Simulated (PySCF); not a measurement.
# F5P: the cost of one run

Computed with PySCF 2.14.0. Level: levels as typed in each script, gas phase, geometry from GFN2-xTB.

### 1 Where the work starts

SMILES `FP(F)(F)(F)F`, 6 atoms, charge 0, spin multiplicity 1.

Bond lengths: F1–P2 1.589 Å, P2–F3 1.560 Å, P2–F4 1.559 Å, P2–F5 1.559 Å, P2–F6 1.589 Å. Angles: F1–P2–F3 90.0°, F1–P2–F4 90.0°, F1–P2–F5 90.0°, F1–P2–F6 179.9°, F3–P2–F4 119.9°, F3–P2–F5 120.0°, F3–P2–F6 90.0°, F4–P2–F5 120.1°, F4–P2–F6 90.0°, F5–P2–F6 90.0°.

As a file:

```xyz
6
charge 0, multiplicity 1
F    -1.5888    0.0008   -0.0004
P     0.0000    0.0002   -0.0004
F     0.0002   -0.4054    1.5055
F     0.0001   -1.1039   -1.1017
F    -0.0004    1.5068   -0.4020
F     1.5889    0.0014   -0.0007
```

### 2 Removing and adding an electron (PBE/cc-pvdz)

input.py

```python
import numpy as np
from pyscf import gto, scf, dft
from pyscf.scf import atom_ks, atom_hf
from scipy.linalg import block_diag

def solve(mol, dm0=None, hcore=None):
    mf = (dft.UKS if mol.spin else dft.RKS)(mol, xc='pbe')
    mf.grids.level = 3
    mf = mf.density_fit(auxbasis='def2-universal-jkfit')
    mf.conv_tol, mf.max_cycle = 1e-8, 80
    if hcore is not None:
        mf.get_hcore = lambda *args: hcore
    mf.kernel(dm0)
    if not mf.converged:
        mf = mf.newton().run(mf.mo_coeff, mf.mo_occ, max_cycle=30)
    assert mf.converged, 'SCF not converged'
    return mf

mol = gto.M(atom='''
F     -1.58882     0.00084    -0.00041
P      0.00004     0.00016    -0.00042
F      0.00024    -0.40540     1.50551
F      0.00008    -1.10388    -1.10168
F     -0.00042     1.50681    -0.40203
F      1.58886     0.00136    -0.00069
''', basis='cc-pvdz', charge=0, spin=0, verbose=4)
mf = solve(mol)
out = dict(e0=mf.e_tot, dm0=mf.make_rdm1(), c=mf.mo_coeff, occ=mf.mo_occ, eps=mf.mo_energy)
for name, dq, spin in [('cation', 1, 1), ('anion', -1, 1)]:
    ion = mol.copy().set(charge=mol.charge + dq, spin=spin).build()
    mi = solve(ion)
    if spin and dq > 0 and mol.nao < 130:
        c, _, stable, _ = mi.stability(return_status=True)
        if not stable:
            mi = solve(ion, mi.make_rdm1(c, mi.mo_occ))
    print(name, 'vertical energy change / eV', (mi.e_tot - mf.e_tot) * 27.211386)
    out.update({'e_' + name: mi.e_tot, 'dm_' + name: mi.make_rdm1(), 's2_' + name: mi.spin_square()[0], 'eps_' + name: mi.mo_energy, 'occ_' + name: mi.mo_occ})
# spherically averaged free atoms, for the promolecule
atm = atom_ks.get_atm_nrks(mol, xc='pbe')
pro = block_diag(*[(atm[a[0]][2] * atm[a[0]][3]) @ atm[a[0]][2].T for a in mol._atom])
np.savez('result.npz', pro=pro, **out)
```

Launch:

```bash
$ OMP_NUM_THREADS=1 python input.py
```

Q: Estimate wall time and peak memory on 1 thread of Intel Xeon Platinum 8259CL at 2.50GHz (Skylake/Cascade Lake), shared host.

About 3.6 min, with a peak of 0.43 GiB.
